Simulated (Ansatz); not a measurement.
Cost against result

The pair of HF (SMILES F, atoms 1–2) and C2H2 (SMILES C#C, atoms 3–6), both closed shells, in one local arrangement (a lower one may exist), relaxed at PBE0-D4/def2-TZVP:

| atom | x (Å) | y (Å) | z (Å) |
| --- | --- | --- | --- |
| F1 | 0.0721 | -0.3150 | -2.1436 |
| H2 | 0.0408 | -0.1807 | -1.2225 |
| C3 | 0.1692 | 0.6841 | 0.7611 |
| C4 | -0.2254 | -0.4373 | 0.9146 |
| H5 | 0.5200 | 1.6824 | 0.6319 |
| H6 | -0.5767 | -1.4335 | 1.0585 |

Interaction energies are counterpoise-corrected; the time is that of the whole pair.

Computed with Ansatz 0.2.0 (basis: as named in each row); correlated methods freeze the cores. B3LYP uses VWN-RPA correlation. Extrapolation: Hartree–Fock as exp(−7.88 √X), correlation as X^−2.97.

Times are rough, for one single point on 2 threads of a shared host (Arm Neoverse V1).

The estimate by CCSD(T) at an estimated basis limit (MP2 extrapolated from triple and quadruple zeta, plus CCSD(T) − MP2 in triple zeta) is -18.5 kJ/mol.

```tsv
method	basis	time (s)	interaction energy (kJ/mol)	method less estimate
HF	STO-3G	under 1	11.6	30.1
PBE-D4	STO-3G	under 1	-0.4	18.1
SPW92	def2-SVP	under 1	-28.4	-9.9
B3LYP-D4	6-31G	under 1	-18.3	0.3
PBE-D4	def2-SVP	under 1	-19.2	-0.6
PBE0-D4	def2-SVP	under 1	-18.4	0.1
CCSD(T)	def2-SVP	under 1	-7.6	11.0
revPBE-D4	def2-TZVPPD	1	-19.7	-1.1
BLYP-D4	def2-TZVPPD	1	-19.3	-0.8
PBE0-D4	def2-TZVPPD	1	-22.3	-3.8
wB97M-V	def2-SVP	2	-16.3	2.2
PBE-D4	def2-TZVPPD	2	-22.7	-4.2
B3LYP-D4	def2-TZVPPD	2	-20.3	-1.7
r2SCAN-D4	def2-TZVPPD	2	-22.3	-3.8
HSE06-D4	def2-TZVPPD	2	-22.2	-3.7
B2PLYP	def2-TZVPPD	3	-17.3	1.3
wB97X-V	def2-TZVPPD	4	-20.5	-2.0
wB97M-V	def2-TZVPPD	4	-20.3	-1.8
B97M-V	def2-TZVPPD	5	-20.0	-1.5
MP2	def2-QZVPPD	8	-18.3	0.2
CCSD(T)	def2-TZVPPD	21	-16.7	1.8
```

T1 diagnostic: at most 0.014.
